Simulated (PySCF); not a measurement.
Compound: allene, C3H4.
Bonds: C1–C2 (double), C2–C3 (double). Hydrogens: H4, H5 on C1; H6, H7 on C3.

The closed-shell ground state was solved at several levels (PySCF, density fitting, gas phase, non-relativistic). Geometry: PBE0-D3(BJ)/def2-TZVP; no solvent, vibrations or thermal averaging. The dipole stays under 0.02 D at every level.

```
                level  basis functions  total energy (Eh)  HOMO (eV)  LUMO (eV)  gap (eV)
CAM-B3LYP/aug-cc-pVTZ              230          -116.6293      -9.10       0.30      9.40
         KT3/pcSseg-2              164          -118.6305      -6.59      -0.74      5.85
          B3LYP/pcJ-2              249          -116.7152      -7.52      -0.02      7.50
        PBE0/pcSseg-2              164          -116.5508      -7.75       0.24      7.99
     wB97X-D/pcSseg-2              164          -116.6571      -9.61       2.05     11.66
  wB97X-D/aug-cc-pVTZ              230          -116.6544      -9.60       0.90     10.50
       B97-2/pcSseg-2              164          -116.6578      -7.49       0.19      7.68
          B97-2/pcJ-2              249          -116.6633      -7.49       0.19      7.68
           PBE0/pcJ-2              249          -116.5556      -7.75       0.24      7.99
```

Q: Estimate the row for PBE0/aug-cc-pVTZ, a basis of 230 functions; the other rows only guide the guess.

A: Total energy -116.5488 Eh, HOMO -7.74 eV, LUMO 0.01 eV, gap 7.75 eV.

Q: Over all these levels, which gives the widest orbital gap and which the narrowest?

A: wB97X-D/pcSseg-2 (range-separated hybrid) has the widest, 11.66 eV, and KT3/pcSseg-2 (GGA) the narrowest, 5.85 eV. The two share the basis. From the narrowest to the widest the HOMO moves by -3.02 eV and the LUMO by +2.79 eV.

Q: How much does the basis alone move the frontier levels among the 3 PBE0 rows (the withheld one included)?

A: The HOMO by 0.01 eV and the LUMO by 0.23 eV. By rising basis size (HOMO, LUMO in eV): pcSseg-2 -7.75, 0.24; aug-cc-pVTZ -7.74, 0.01; pcJ-2 -7.75, 0.24.

Q: In the pcSseg-2 basis, how does the gap go with the fixed share of exact exchange?

A: KT3 (0 %) 5.85 eV; B97-2 (21 %) 7.68 eV; PBE0 (25 %) 7.99 eV. Each rise in the share widens the gap here.

wB97X-D is run here without its empirical dispersion term; that term would change no orbital, density or response property at a fixed geometry.
